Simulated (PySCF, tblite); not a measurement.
**A complex of Mg2+ and 2 × ammonia**

A gas-phase complex of Mg2+ and 2 × ammonia; charge +2, singlet. The structure comes from a short search (6 tight-binding starts) and was relaxed by PBE0-D3(BJ)/def2-TZVPD; another way of binding may lie lower. No frequency run checks that it is a minimum.

Parts: 1 = Mg2+ ([Mg+2]), atoms 1, charge +2; 2 = ammonia (N), atoms 2–5; 3 = ammonia (N), atoms 6–9.

Coordinates in Å:
```
Mg1     0.615   -1.294   -1.352
N2      0.908   -2.733    0.089
H3      1.665   -3.390   -0.128
H4      1.151   -2.358    1.011
H5      0.092   -3.328    0.258
N6      0.461    0.110   -2.849
H7      1.337    0.604   -3.048
H8      0.172   -0.275   -3.754
H9     -0.217    0.854   -2.656
```

```csv
contact,kind (by geometry),distance (Å),angle (°)
Mg1···N2,ion contact,2.058,-
Mg1···N6,ion contact,2.058,-
```

Interaction energies are complex less parts, with the parts frozen as they stand in it; counterpoise-corrected, in kcal/mol (PySCF).

Question: Give the interaction energy at each level run.

Answer: 
```csv
level,interaction,superposition error removed
wB97M-D3(BJ)/def2-TZVPD,-183.67,-0.51
PBE0-D3(BJ)/def2-TZVPD,-185.94,-0.44
```

Question: What holds them together? Decompose the wB97M-D3(BJ)/def2-TZVPD energy: frozen parts, their antisymmetrised product, then relaxation.

Answer: electrostatic -156.5, Pauli repulsion +59.5, orbital relaxation -85.0, dispersion correction -2.2 kcal/mol, which sum to the value before the counterpoise correction; the Pauli term holds the exchange-correlation of the frozen density too. Of the attraction, 64 % is electrostatic, 35 % is orbital relaxation, 1 % is dispersion correction.

Question: Are the pair energies additive?

Answer: The pairs sum to -199.11 kcal/mol (1–2 -100.5, 1–3 -100.5, 2–3 1.9); the rest of +15.45 is a many-body weakening.

The parts were also relaxed and run alone, at the levels used for the complex: shieldings by PBE0/pcSseg-2; core levels by delta-SCF with SCAN, pcX-2 on the ionised atom and pcseg-1 elsewhere, spin-free X2C.

Question: How do these values change when the complex forms?

Answer: 
```csv
property,alone,in the complex,change
shielding of Mg1 (ppm),695.0,549.0,-146.0
shielding of N2 (ppm),263.7,257.9,-5.8
shielding of N6 (ppm),263.7,257.9,-5.8
Mg1 1s core level (eV),1334.62,1324.89,-9.73
N2 1s core level (eV),405.54,417.39,+11.85
```

Multiply charged ions in the gas phase bind far more strongly than in solution.

The 5 runs behind this took 2.4 min in all, one thread each of Arm Neoverse N1 on a shared host, launched as `OMP_NUM_THREADS=1 python cluster_run.py task.json out`.
